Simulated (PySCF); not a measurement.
Gas-phase reaction: AlCH₃ + 5 C₄H₆ (butadiene) = Al(CH₃)₃ + 6 C₃H₄ (allene)

Energies from PySCF, thermal terms from the rigid-rotor harmonic-oscillator model, ideal gas at 1 bar. † marks an energy on the PBE0/def2-TZVP geometry and frequencies. MP2 and CCSD(T) freeze the core. All species are closed-shell singlets. AlCH₃: computed as isolated molecules; such fragments, hydroxides, amides, oligomers or adducts are transient or little studied in the gas. MP2 isn't extrapolated to the basis-set limit. CCSD(T) isn't extrapolated to the basis-set limit.

```json
[
 {"level": "BLYP/def2-TZVP†", "ΔH°(298 K), kJ": "242"},
 {"level": "CCSD(T)/def2-SVP†", "ΔH°(298 K), kJ": "394"},
 {"level": "HF/def2-TZVP†", "ΔH°(298 K), kJ": "___"},
 {"level": "MP2/def2-SVP†", "ΔH°(298 K), kJ": "396"},
 {"level": "PBE/def2-TZVP†", "ΔH°(298 K), kJ": "___"},
 {"level": "r2SCAN/def2-TZVP†", "ΔH°(298 K), kJ": "___"}
]
```

Complete the blanks.


- HF/def2-TZVP†, ΔH°(298 K), kJ: 339
- PBE/def2-TZVP†, ΔH°(298 K), kJ: 278
- r2SCAN/def2-TZVP†, ΔH°(298 K), kJ: 278
